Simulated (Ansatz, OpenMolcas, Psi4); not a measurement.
# How methods differ on SiNH5 (SMILES [SiH3]N)

The species is SiNH5 (7 atoms), meant as a singlet with charge 0. SMILES: `[SiH3]N`. The coordinates come from a PBE0-D4/def2-TZVP relaxation.

```xyz
7

Si   -0.4130   -0.2927   -0.4224
N     0.6118    0.3487    0.8013
H    -0.0183   -1.7063   -0.6533
H    -1.8132   -0.2171    0.0689
H    -0.3679    0.4027   -1.7440
H     0.3916    1.2382    1.2195
H     1.6091    0.2265    0.7299
```

Quantity: the energy change with the N2–H6 bond stretched from 1.007 to 1.813 Å, in eV. The values are calculated.

```csv
level,kind,program,value (eV),less CCSD(T)/def2-TZVP
HF/def2-TZVP (unrestricted),Hartree–Fock,OpenMolcas,3.75,+0.04
PBE/def2-TZVP (restricted),GGA,Psi4,3.64,-0.07
r2SCAN/def2-TZVP (restricted),meta-GGA,OpenMolcas,3.86,+0.15
B3LYP/def2-TZVP (restricted),global hybrid,OpenMolcas,3.85,+0.14
BHLYP/def2-TZVP (restricted),global hybrid,OpenMolcas,4.25,+0.54
M06-2X/def2-TZVP (restricted),hybrid meta-GGA,Psi4,4.08,+0.37
HSE06/def2-TZVP (restricted),range-separated hybrid,Ansatz,4.00,+0.29
RPA@PBE0/def2-TZVP (restricted),RPA,Ansatz,3.85,+0.14
MP2/def2-TZVP (restricted),perturbation theory,OpenMolcas,4.01,+0.30
CCSD(T)/def2-TZVP (restricted),coupled cluster or CI,Psi4,3.71,0.00
```

Differences are taken from CCSD(T)/def2-TZVP (restricted) for orientation; it has basis-set and higher-order errors of its own. At this stretch a single reference begins to fail. The first shape isn't each level's own minimum. The values span 3.64 to 4.25 eV. Spin contamination of the reference (⟨S²⟩ at least 0.1 too high) touches HF/def2-TZVP.
